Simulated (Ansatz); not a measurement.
One geometry of SiS₂⁻, several levels of theory.

```yaml
crystal:
  periodic: [false, false, false]
  atoms:
    - {symbol: Si, position_ang: [0.000023, -0.000044, -0.000004]}
    - {symbol: S, position_ang: [-1.708948, -0.885452, -0.050124]}
    - {symbol: S, position_ang: [1.708925, 0.885497, 0.050128]}
basis:
  gaussian: {orbitals: def2-TZVPD, initial_orbitals: start.molden}
total_charge: -1
magnetization: {spin_polarized: true, initial_magnetization: 1}
hamiltonian: {xc: pbe, dispersion: d4}
scf: {omitted_lower_state_checks: [starts]}
output: {orbitals: {seedname: orbitals}}
```

The file start.molden holds the orbitals of an earlier run on this structure, at another level or in another basis.

```sh
$ ansatz run in.yaml --threads 4 --pin off --events-out ev --progress --plain --max-ram 3916MiB
```

It prints (some lines left out):

```
Functional definition: PBE
861 factors; their error is unknown
mean field evaluation 1: about -29538.0923 eV, gradient 8.4e0 eV
mean field evaluation 2: about -29538.1725 eV, gradient 1.5e-1 eV
mean field evaluation 4: about -29538.1640 eV, gradient 4.4e-3 eV
mean field evaluation 8: about -29538.1640 eV, gradient 1.2e-5 eV
mean field -29538.16397516 eV, -1085.5075044006 hartree, gradient 1.2e-5 eV, S^2 0.755931; 0 other end points of the search recorded, 0 dependent functions left out
reference -29538.16400924 eV, -1085.5075056527 hartree; 24, 23 occupied and 111, 112 virtual orbitals, 861 factors
Total energy: -29538.27963829 eV, -1085.5117549422 hartree
Checks for a lower state left out: starts
```

Run time 1.7 s (4 threads of Arm Neoverse V1 on a shared host).

As the first input, with `hamiltonian: {xc: r2scan, dispersion: d4}` (abridged; 4.7 s):

```
Functional definition: r2SCAN
mean field -29549.07179722 eV, -1085.9083594676 hartree, gradient 3.1e-5 eV, S^2 0.764501
Total energy: -29549.09580054 eV, -1085.9092415732 hartree
Checks for a lower state left out: starts
```

The first input with `gaussian: {orbitals: def2-TZVPD}`, `hamiltonian: {xc: pbe0, dispersion: d4}` and without the key `scf` (abridged; 2.9 s):

```
Functional definition: PBE0
mean field evaluation 16: about -29540.3220 eV, gradient 5.3e-5 eV
mean field -29540.32199978 eV, -1085.5868103425 hartree, gradient 1.6e-5 eV, S^2 0.758982; 2 other end points of the search recorded, 0 dependent functions left out
Total energy: -29540.42080238 eV, -1085.5904412711 hartree
```

First input, but with `correlation: {method: ccsd_t}`, `scf: {omitted_lower_state_checks: [starts, cluster_reference]}` and without the key `hamiltonian` (abridged; 9.5 s):

```
Functional definition: HF
a density is far from that of the atoms, so the factors are made again for it
mean field evaluation 16: about -29499.0854 eV, gradient 2.5e-4 eV
mean field -29499.08542038 eV, -1084.0713940008 hartree, gradient 2.0e-6 eV, S^2 0.780280; 1 other end points of the search recorded, 0 dependent functions left out
15 core orbitals not correlated: weight in the atoms' cores, before any rotation towards them, 1.000 or more for the frozen orbitals, at most 0.000 for the correlated occupied ones
second order -12.46798272 eV of doubles, -0.00000000 eV of singles
cycle   1  -12.64190585 eV  change   -1.7e-1 eV  update   1.1e-1
cycle   2  -12.98126083 eV  change   -3.4e-1 eV  update   3.5e-2
cycle   3  -13.08357788 eV  change   -1.0e-1 eV  update   2.0e-2
cycle   4  -13.07789472 eV  change    5.7e-3 eV  update   7.5e-3
cycle   5  -13.07569700 eV  change    2.2e-3 eV  update   3.6e-3
cycle   6  -13.07617993 eV  change   -4.8e-4 eV  update   1.3e-3
cycle   7  -13.07625260 eV  change   -7.3e-5 eV  update   4.9e-4
cycle   8  -13.07645857 eV  change   -2.1e-4 eV  update   2.1e-4
cycle   9  -13.07644828 eV  change    1.0e-5 eV  update   1.0e-4
cycle  10  -13.07638470 eV  change    6.4e-5 eV  update   7.6e-5
cycle  11  -13.07641135 eV  change   -2.7e-5 eV  update   5.8e-5
cycle  12  -13.07640161 eV  change    9.7e-6 eV  update   3.8e-5
cycle  13  -13.07642404 eV  change   -2.2e-5 eV  update   2.2e-5
cycle  14  -13.07641964 eV  change    4.4e-6 eV  update   1.3e-5
perturbative correction -0.87297110 eV, -0.0320810963 hartree
Total energy: -29513.03481112 eV, -1084.5840246552 hartree
Checks for a lower state left out: starts, cluster_reference
```

Geometry: B3LYP-D4/def2-TZVP, that of the neutral singlet.

Correlated methods freeze 15 core orbitals. At PBE-D4/def2-TZVPD, r2SCAN-D4/def2-TZVPD, PBE0-D4/def2-TZVPD the highest occupied level of the charge -1 doublet lies above zero (up to 1.38 eV). By energy differences its removal costs 0.83 eV (vertical, to the charge 0 singlet, at PBE-D4/def2-TZVPD); a positive level beside a positive removal energy at the same level points to self-interaction error. The structure comes from a short search, and lower isomers may exist.
